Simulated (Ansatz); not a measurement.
Working through a ranking of conformers of C2H7NOS, SMILES CC(N)(O)S

Program: Ansatz's Python interface.

The cells in order, each with its output:

In [1]:
```python
import ansatz as az
from rdkit import Chem
from rdkit.Chem import AllChem
```

In [2]:
```python
rd = Chem.AddHs(Chem.MolFromSmiles('CC(N)(O)S'))
ids = list(AllChem.EmbedMultipleConfs(rd, numConfs=20, randomSeed=649, pruneRmsThresh=0.4))
field = [energy for _, energy in AllChem.MMFFOptimizeMoleculeConfs(rd)]
distinct = {round(e, 2): i for i, e in zip(ids, field)}
chosen = sorted(distinct.items())[:5]
found = []
for force_field, index in chosen:
    mol = az.Crystal.molecule()
    for atom, xyz in zip(rd.GetAtoms(), rd.GetConformer(index).GetPositions()):
        mol = mol.atom(atom.GetSymbol(), xyz.round(5).tolist())
    setup = mol.calculation().basis(gaussian='def2-SVP').functional('b3lyp')
    found.append(setup.run(threads=1, pin='off').report['free_energy_ev'])
print('conformer   MMFF (kcal/mol)   this level (eV)')
for (force_field, index), e in zip(chosen, found):
    print(f'{index:9d} {force_field - chosen[0][0]:17.2f} {(e - min(found)):17.3f}')
```
```text
conformer   MMFF (kcal/mol)   this level (eV)
        0              0.00             0.000
        1              2.52             0.017
```

What to keep in mind:
- The conformers keep their force-field geometries.
- b3lyp holds the VWN-RPA fit, as in Gaussian; the form of ORCA and Turbomole is b3lyp5.
- The whole script took 9.3 s on 1 thread of Arm Neoverse V1, on a shared host, peak memory 0.32 GiB.
